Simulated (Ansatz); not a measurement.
Relaxation of C3H6N2O (12 atoms, charge 0, multiplicity 1), to a largest force component of 0.015 eV/Å in at most 40 steps.

Level of theory: RHF/def2-SVP (Ansatz).

```xyz
12
Properties=species:S:1:pos:R:3
C -0.304 -1.573 0.863
O 0.681 -0.591 0.601
C 0.641 -0.135 -0.770
N -0.370 0.734 -1.157
C -0.454 1.021 -2.265
N -0.497 1.268 -3.436
H -0.256 -1.842 1.900
H -0.196 -2.393 0.208
H -1.332 -1.058 0.735
H 1.631 0.381 -0.902
H 0.685 -1.011 -1.398
H 0.429 1.626 -3.754
```

Where does it end, and by what steps?

The forces met the threshold. After 39 steps the energy has fallen by 1.029 eV; H12 moved furthest, 1.27 Å.

```csv
step,energy less start (eV),largest force component (eV/Å),accepted
0,0.0000,5.821,yes
2,-0.7891,1.970,yes
4,-0.9872,0.727,yes
6,-1.0091,0.669,yes
8,-1.0112,0.267,no
10,-1.0185,0.062,yes
12,-1.0194,0.048,yes
14,-1.0205,0.146,yes
16,-1.0212,0.112,yes
18,-1.0230,0.097,yes
20,-1.0243,0.154,yes
22,-1.0254,0.165,yes
24,-1.0272,0.055,yes
26,-1.0226,0.635,no
28,-1.0280,0.028,yes
30,-1.0282,0.051,yes
32,-1.0287,0.084,yes
34,-1.0289,0.021,yes
36,-1.0290,0.027,yes
38,-1.0292,0.042,yes
39,-1.0292,0.013,yes
```

```xyz
12
Properties=species:S:1:pos:R:3
C -0.421 -1.389 0.911
O 0.566 -0.484 0.528
C 0.871 -0.445 -0.805
N -0.236 0.056 -1.594
C -0.236 0.825 -2.511
N -0.291 1.513 -3.507
H -0.502 -1.343 1.995
H -0.154 -2.411 0.622
H -1.386 -1.140 0.469
H 1.749 0.190 -0.912
H 1.111 -1.445 -1.180
H -0.415 2.502 -3.391
```

Whether the end is a true minimum wasn't checked by a vibrational analysis.

Run time: 68 s on 2 threads of Arm Neoverse V1, on a shared host, peak memory 0.24 GiB.
